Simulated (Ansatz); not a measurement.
CH2 (SMILES [CH2]) moved off its minimum; all values from Ansatz (an electronic-structure program), cores frozen in correlated methods.
(charge 0, multiplicity 1)
```xyz
3

C     -0.04374     0.17188     0.01328
H     -0.85549    -0.54468     0.04554
H      0.82059    -0.49566    -0.04895
```

Question: Give the forces (eV/Å), the total energy and the dipole at CCSD(T)/aug-cc-pVTZ.

Answer: 
```csv
atom,Fx,Fy,Fz
C1,0.255,0.747,0.000
H2,-0.758,-0.509,0.033
H3,0.504,-0.238,-0.033
```
Energy -39.0639 hartree, dipole 1.72 D.

Doubts at one or more of the structures used: a restricted determinant that unrestricted orbitals would lower (CCSD(T)/aug-cc-pVTZ).
